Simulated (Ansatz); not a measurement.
## ScC₃: from a trial structure to a relaxed crystal

All numbers below come from Ansatz, DFT PBE, scalar-relativistic, plane waves, PAW.

The start puts ScC₃ on the sites of a reported BCl3 cell (P6_3/m, No. 176), with Sc in place of B, C in place of Cl, at a guessed volume.

Input of the last, converged step (default PAW datasets):

```yaml
crystal:
  lattice:
    - [5.2722418057, 0.0, 0.0]
    - [-2.6361209028, 4.5658953386, 0.0]
    - [0.0, 0.0, 4.8739989063]
  atoms:
    - { symbol: Sc, position: [0.3333333333, 0.6666666667, 0.25] }
    - { symbol: Sc, position: [0.6666666667, 0.3333333333, 0.75] }
    - { symbol: C, position: [0.8500696391, 0.4250348196, 0.25] }
    - { symbol: C, position: [0.4250348196, 0.8500696391, 0.75] }
    - { symbol: C, position: [0.5749651804, 0.4250348196, 0.25] }
    - { symbol: C, position: [0.1499303609, 0.5749651804, 0.75] }
    - { symbol: C, position: [0.5749651804, 0.1499303609, 0.25] }
    - { symbol: C, position: [0.4250348196, 0.5749651804, 0.75] }
basis:
  ecutwfc: 420
kpoints:
  mp_grid: { grid: [12, 12, 8] }
hamiltonian:
  xc: pbe
scf:
  occupations: { method: gaussian, width: 0.1 }
output:
  forces: true
  stress: true
  eigenvalues: true
relax:
  adjacent_minimum: "off"
  f_tol: 0.01
  max_steps: 80
  cell: { stress_tol: 0.05 }
```

Launched as:

```bash
ansatz run input.yaml --threads 1 --pin off --max-ram 2560MiB --backend cpu --events-out ev --progress --plain --runs-dir out
```

Time: 55 s on 1 thread of Intel(R) Xeon(R) Platinum 8375C CPU @ 2.90GHz (Ice Lake) (shared host), peak memory 0.61 GiB.

The program printed at the end:

```
SCF converged after 4 iterations
Free energy (F): -5772.670384 eV
Harris-Foulkes:  -5772.670384 eV  (|F-HF|=2.09e-11)
Internal energy: -5772.664599 eV  (E = F + TS)
E sigma→0 (E₀):  -5772.667491 eV
Entropy (-TS):   -0.005784 eV (-0.723 meV/atom)
Fermi energy:    6.137832 eV
--- Per-component energies (eV) ---
  E_band       = -442.037474
  E_kinetic    = 1052.200487
  E_local      = -3249.479573  (includes V_loc(G=0)·N_el)
  E_nonlocal   = 326.396153
  E_hartree    = 1155.194741
  E_xc         = -496.645241
  E_vxc        = -614.630329  (∫ρ·V_xc dr)
  E_paw        = -2502.539061  (= ΣΔE_a)
  E_vpaw       = -266.914207  (= ΣTr[D̂ρ^β])
  E_aug_tail   = 0.000059  (compensation charges beyond the density's cutoff)
  E_ewald      = -2057.792166
  E_smearing   = -0.005784  (= −TS)
  E_closure    =  0.000000  (closes the sum)
  Σ components = -5772.670384   (vs F -5772.670384, Δ=0.00e0)
--- Forces (eV/Å), atoms counted from 1 ---
  atom   1  Sc     0.00000000     0.00000000     0.00000000
  atom   2  Sc     0.00000000     0.00000000     0.00000000
  atom   3  C     -0.00652227    -0.00376564     0.00000000
  atom   4  C      0.00000000    -0.00753127     0.00000000
  atom   5  C      0.00652227    -0.00376564     0.00000000
  atom   6  C      0.00652227     0.00376564     0.00000000
  atom   7  C      0.00000000     0.00753127     0.00000000
  atom   8  C     -0.00652227     0.00376564     0.00000000
  max |Σ_I F_I| component: 9.11e-17 eV/Å
--- Stress (GPa, compression-positive) ---
       -0.041966       0.000000       0.000000
        0.000000      -0.041966       0.000000
        0.000000       0.000000      -0.045242
  P = ⅓ Tr σ = -0.0431 GPa (-0.431 kbar)
--- Relaxed structure (2 steps of the walk, 2 accepted, 1 SCFs on fresh bases) ---
  F+E_penalty+E_count = -5772.67038350 eV   max|allowed force component| = 7.531e-3 eV/Å   (the final SCF, on the basis selected at the relaxed cell)
  cell:  # Å, volume = 116.9679 Å³
    - [5.281708, 0.000000, 0.000000]
    - [-2.640854, 4.574093, 0.000000]
    - [0.000000, 0.000000, 4.841581]
  atoms:
    - { symbol: Sc, position: [0.333333, 0.666667, 0.250000] }
    - { symbol: Sc, position: [0.666667, 0.333333, 0.750000] }
    - { symbol: C, position: [0.849688, 0.424844, 0.250000] }
    - { symbol: C, position: [0.424844, 0.849688, 0.750000] }
    - { symbol: C, position: [0.575156, 0.424844, 0.250000] }
    - { symbol: C, position: [0.150312, 0.575156, 0.750000] }
    - { symbol: C, position: [0.575156, 0.150312, 0.250000] }
    - { symbol: C, position: [0.424844, 0.575156, 0.750000] }
```

Total energies depend on the potentials used, so only differences within one code and one set of settings carry meaning.

The result has space group P6_3/mmc (No. 194). Around Sc lie 3 C at 2.21 Å and 6 C at 2.56 Å; C is coordinated by 2 C at 1.45 Å.

Against the elements it lies at 0.58 eV/atom. Formation energies are uncorrected and refer to the elements' standard structures at the same level.

The k mesh leaves about 4 meV/atom of noise in metals.

A structure relaxed within its symmetry needn't be a true minimum.